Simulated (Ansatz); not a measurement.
Species: CHCl3, SMILES `ClC(Cl)Cl` (charge 0, multiplicity 1), formula CHCl3.

Question: How many basis functions does frozen-core CCSD(T)/cc-pVQZ // B3LYP-D3(BJ)/def2-TZVP (Ansatz, an electronic-structure program) use, how many core orbitals are frozen, and how many electrons are correlated?

Answer: 262 basis functions and 16 frozen orbitals, which leaves 26 correlated electrons. Core time is of the order of minutes.
